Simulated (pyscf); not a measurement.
Elementary routes open to `[PH]` [triplet] + `[OH2]` in the gas phase (triplet surface):
A. `[OH][PH]` [doublet] + `[H]` [doublet] (H–O broken; O–P formed)
B. `[OH][P]` [triplet] + `[H][H]` (H–P, H–O broken; O–P, H–H formed)

Structures and frequencies: ωB97X-D3(BJ)/def2-SVP in PySCF.

Problem. Rank the routes by free-energy barrier at 900 K, lowest first, for ωB97M-D3(BJ)/def2-TZVP energies (ideal gas, 1 atm, RRHO with modes under 100 cm⁻¹ raised to 100, one conformer, R ln 2 for chiral ones without a mode under 150 cm⁻¹).

Solution. A (280.8 kJ/mol), B (326.5 kJ/mol)

Route A is the fastest of these, ahead of the next by 45.7 kJ/mol. The most stable products are those of B (ΔG = -7.7 kJ/mol), whose barrier is 45.7 kJ/mol higher: the kinetic and the thermodynamic product differ. At 298 K A is still the fastest. Only these routes are compared; each barrier is that of the saddle found, and lower ones may exist.
